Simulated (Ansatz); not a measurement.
```yaml
crystal:
  periodic: [false, false, false]
  atoms:
    - {symbol: S, position_ang: [-1.859419, -0.264427, -0.553405]}
    - {symbol: Ge, position_ang: [0.036279, 0.340911, 0.574703]}
    - {symbol: S, position_ang: [1.714721, -0.522232, -0.698626]}
    - {symbol: H, position_ang: [1.988662, 0.456803, -1.587456]}
basis:
  gaussian: {orbitals: def2-TZVP}
magnetization: {spin_polarized: true, initial_magnetization: 3}
hamiltonian: {xc: pbe0}
relax: {f_tol: 0.004, max_steps: 80}
```

```sh
$ ansatz run in.yaml --threads 1 --pin off --events-out ev --progress --plain --max-ram 2176MiB
```

Steps of the relaxation (energy above the last step; positions in Å, forces in eV/Å):

```
4
step 1, 55.1 meV
S    -1.859   -0.264   -0.553    0.325    0.111    0.228
Ge    0.036    0.341    0.575    0.243   -0.296   -0.761
S     1.715   -0.522   -0.699   -0.409    0.051    0.413
H     1.989    0.457   -1.587   -0.158    0.135    0.120
```

```
4
step 2, 37.2 meV
S    -1.788   -0.244   -0.581    0.092    0.045    0.084
Ge    0.104    0.358    0.496   -0.056   -0.231   -0.039
S     1.751   -0.591   -0.669   -0.228    0.768   -0.260
H     1.813    0.488   -1.511    0.192   -0.582    0.216
```

```
4
step 3, 6.2 meV
S    -1.811   -0.251   -0.564    0.074    0.033    0.074
Ge    0.076    0.344    0.518    0.040   -0.142   -0.166
S     1.726   -0.557   -0.676   -0.136    0.315   -0.044
H     1.890    0.476   -1.543    0.023   -0.207    0.137
```

```
4
step 7, 0.0 meV
S    -1.853   -0.255   -0.530   -0.001   -0.001    0.000
Ge    0.066    0.332    0.483    0.003    0.001   -0.002
S     1.726   -0.543   -0.681   -0.002   -0.002    0.000
H     1.941    0.477   -1.537    0.000    0.002    0.002
```

Close pairs at the end: S3–H4 1.349 Å, Ge2–S3 2.208 Å, S1–Ge2 2.248 Å.

A stationary point of unrestricted PBE0 after 7 steps, with ⟨S²⟩ = 3.760 against 3.75 for a pure state; no frequencies were run, so it isn't proven a minimum. 55 s on 1 thread of AMD EPYC 9R45, shared host.
